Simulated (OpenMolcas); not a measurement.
**Setting up C2H7P (SMILES CPC) in OpenMolcas**

The species is C2H7P (10 atoms), meant as a singlet with charge 0. SMILES: `CPC`. The shape is that of a GFN2-xTB optimisation.

```xyz
10

C    -0.9332    0.5603   -0.9018
P     0.6587    0.8777   -0.0084
C     0.6423   -0.6026    1.1060
H    -0.9998   -0.4711   -1.2439
H    -1.0023    1.2328   -1.7543
H    -1.7626    0.7722   -0.2284
H     1.4750    0.2937   -0.9886
H    -0.1034   -0.4481    1.8849
H     1.6172   -0.7021    1.5783
H     0.4079   -1.5126    0.5562
```

Settings wanted:

```yaml
method: DFT
reference: RKS
integral_approximation: none
symmetry: none
basis_set: ANO-S-MB
task: energy
functional: B97-1
nucleus: point
```

Give an OpenMolcas 26.06 job that does this.

This one ran through:

job.input:
```
* C2H7P Kohn-Sham DFT

&GATEWAY
  Coord
  10
  bohr
  C     -1.76339793     1.05879465    -1.70413612
  P      1.24483819     1.65855593    -0.01587370
  C      1.21369550    -1.13882455     2.08999930
  H     -1.88932928    -0.89030667    -2.35063033
  H     -1.89403470     2.32955988    -3.31507095
  H     -3.33085016     1.45928431    -0.43163234
  H      2.78744052     0.55503146    -1.86822104
  H     -0.19532209    -0.84680517     3.56190698
  H      3.05612178    -1.32685230     2.98251695
  H      0.77083818    -2.85843753     1.05112236
  Basis=ANO-S-MB
  Group=NoSym

&SEWARD

&SCF
  KSDFT=HYB_GGA_XC_B97_1
  PrOrbitals=0
```

```bash
$ export MOLCAS_MEM=1860
$ pymolcas job.input > job.log
```

Calculated total energy: -421.45881 Eh.
